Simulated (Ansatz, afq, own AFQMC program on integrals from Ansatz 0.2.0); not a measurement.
AFQMC on a folder of integrals that Ansatz 0.2.0 wrote.

```yaml
crystal:
  periodic: [false, false, false]
  atoms:
    - {symbol: Ge, position_ang: [0.000000, 0.000000, 0.000000]}
basis:
  gaussian: {orbitals: cc-pVDZ}
magnetization: {spin_polarized: true, initial_magnetization: 2}
correlation: {method: ccsd_t, electrons: outside_noble_gas, hamiltonian_folder: ham}
```

```sh
$ ansatz run in.yaml --threads 1 --pin off --events-out ev --progress --plain --max-ram 16896MiB --backend cuda --devices 0, --max-vram 18GiB
```

Options of the walk:

```
--method phaseless --trial hf --walkers 4000 --populations 20 --least-time 40 --time-step 0.005 --steps-per-block 20 --equilibration-blocks 112 --max-blocks 4000 --target-error 0.00036 --factor-cut 1e-05 --start spin_pure --seed 5075 --taylor-order 6
```

Times are imaginary, in 1/Eh. The walk had a cap of 49 s. With eight or more populations the least sampling time is a fifth of least-time, and the error comes from their spread. Filled inner d shells are frozen with the cores.

Output of the walk:

```
orbitals 13  electrons 3 1  factors 69 of 193
reference energy -2075.29165726 Eh
CCSD correlation -0.05628720 Eh in 9 cycles, weight of the determinant in the CISD state 0.9478
energy of the start -2075.291729 Eh
 block  time / (1/Eh)  mean weight  energy / Eh
     1     0.100  1.0001  -2075.297842
     2     0.200  1.0001  -2075.303201
     3     0.300  1.0001  -2075.308056
     4     0.400  1.0003  -2075.312295
     5     0.500  1.0003  -2075.316076
     7     0.700  1.0002  -2075.322970
     9     0.900  1.0002  -2075.328051
    13     1.300  1.0001  -2075.335062
    21     2.100  1.0000  -2075.343250
    25     2.500  1.0000  -2075.345625
    29     2.900  1.0001  -2075.345820
    37     3.700  0.9999  -2075.346255
    45     4.500  1.0001  -2075.348431
    53     5.300  1.0001  -2075.348314
    61     6.100  1.0000  -2075.348715
    69     6.900  1.0001  -2075.348274
    77     7.700  1.0000  -2075.347582
    85     8.500  1.0001  -2075.348500
    93     9.300  0.9999  -2075.348155
   101    10.100  0.9999  -2075.349521
   105    10.500  0.9999  -2075.350722
   109    10.900  1.0000  -2075.348339
   117    11.700  0.9999  -2075.346409
   125    12.500  0.9999  -2075.348172
   133    13.300  1.0000  -2075.349007
   141    14.100  0.9998  -2075.348939
   149    14.900  1.0000  -2075.347588
   157    15.700  1.0000  -2075.346651
   165    16.500  0.9998  -2075.346820
   173    17.300  0.9999  -2075.347798
   181    18.100  0.9999  -2075.347664
   189    18.900  1.0000  -2075.347519
error from the spread of 20 populations
energy -2075.347944 +/- 0.000343 Eh
(rows thinned)
```

The run passed its tests (sampling time, drift between the halves within three errors, error under three times the target), which doesn't prove that it has relaxed.

Against this walk (error 9.3 meV) on the same determinant: CCSD(T) 19.4 meV lower, CCSDT(Q) 27.4 meV lower, full CI 27.7 meV lower, a separate phaseless walk with a CISD trial and standard settings 24.9 ± 9.3 meV lower. The error is statistical and leaves out the bias of the constraint.

Cautions: constraint bias not in the error; no relativity below Rb; no spin-orbit coupling; inner d shell frozen.

The walk took 21 s on 1 × NVIDIA H100 80GB HBM3 with 2 threads of AMD EPYC 7R13 Processor (Zen 3) (shared host) (the card was shared). The log's last line is the phaseless energy.

CCSDT and higher add their correlation energy to the determinant of the CCSD(T) run, since their own runs factorise the integrals more tightly (a shift of under 2 meV). A walk keeps the symmetry of its determinant, which the program's search chose and which needn't be the lowest solution, so a lower state of the same spin and another symmetry isn't excluded.
